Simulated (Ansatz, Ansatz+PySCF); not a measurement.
```xyz
2

Si    0.0000    0.0000   -0.1027
H     0.0000    0.0000    1.4379
```

UHF-MP2 on doublet SiH was run in several spherical basis sets with Ansatz (development build ahead of 0.2.0). Frozen core: 5 orbitals.

Task: Rank the basis sets by the total energy that they give, lowest first, with the distance from the lowest.
A. def2-SVP
B. 6-31G(d)
C. cc-pVTZ
D. cc-pVDZ

Result: C (0.00 eV), D (0.68 eV), B (1.57 eV), A (3.31 eV).

Totals follow the description of the cores as much as that of the bonds, so this order isn't one of quality for chemistry.
